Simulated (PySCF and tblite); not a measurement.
The numbers below are computed, except where a source is named.
System: C₃H₂O₂, numbered as in [CH:1]#[C:2][C:3](=[O:4])[OH:5].

Motion: shift of H on O5 from O5 to O4. GFN2-xTB gives an electronic barrier of 34.3 kcal/mol.

Tunnelling of the moving H, left out here, will speed the real process. In real samples such hydrogens mostly exchange between molecules or through solvent, far faster than by this path.

PBE0/pcSseg-1 + D3(BJ) on PBE0-D3(BJ)/def2-SVP geometries gives 33.5 kcal/mol and k(298 K) = 2.2×10⁻¹⁰ s⁻¹.

Q: What does PBE/pcSseg-1 + D3(BJ) give on PBE0-D3(BJ)/def2-SVP geometries?

A: A barrier of 28.9 kcal/mol, 4.7 below the first DFT barrier (from unrounded values) and, with GFN2-xTB thermal terms, ΔG‡(298 K) = 26.0 kcal/mol and k = 5.8×10⁻⁷ s⁻¹ (1 equivalent path).

Programs: tblite and PySCF.
